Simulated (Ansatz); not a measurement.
Wavefunction ladder for C₃H₇FO, SMILES `COCCF`

```csv
atom,x (Å),y (Å),z (Å)
C1,-1.0621,1.5613,0.0598
O2,-0.3679,0.5282,-0.5841
C3,0.2423,-0.3519,0.3168
C4,0.9525,-1.4066,-0.4967
F5,1.5667,-2.2979,0.3605
H6,-0.3904,2.1710,0.6795
H7,-1.8636,1.1684,0.7001
H8,-1.5024,2.1923,-0.7121
H9,0.9665,0.1733,0.9577
H10,-0.5013,-0.8278,0.9738
H11,1.7167,-0.9541,-1.1343
H12,0.2431,-1.9564,-1.1209
```

Total charge 0; spin multiplicity 1. The structure was optimised at the PBE0-D4/def2-TZVP level. It is one conformer, not always the lowest. Frozen core, restricted reference, Ansatz 0.2.0. CBS rows extrapolate triple and quadruple zeta; past MP2 they add the triple-zeta difference.

```tsv
basis	HF (Eh)	MP2 corr.	CCSD corr.	(T)	CCSD(T) total
def2-TZVPP	?	-1.00331	-1.04086	?	?
def2-QZVPP	?	-1.08007	–	–	–
CBS(def2)	?	-1.13693	-1.17448	as TZ	?
```

(1) Fill in the withheld values. (An estimate is asked.)

Results:

(1) Ansatz gave: def2-TZVPP HF (Eh): -292.08026; def2-TZVPP (T): -0.03637; def2-TZVPP CCSD(T) total: -293.15749; def2-QZVPP HF (Eh): -292.09389; CBS(def2) HF (Eh): -292.09577; CBS(def2) CCSD(T) total: -293.30662.
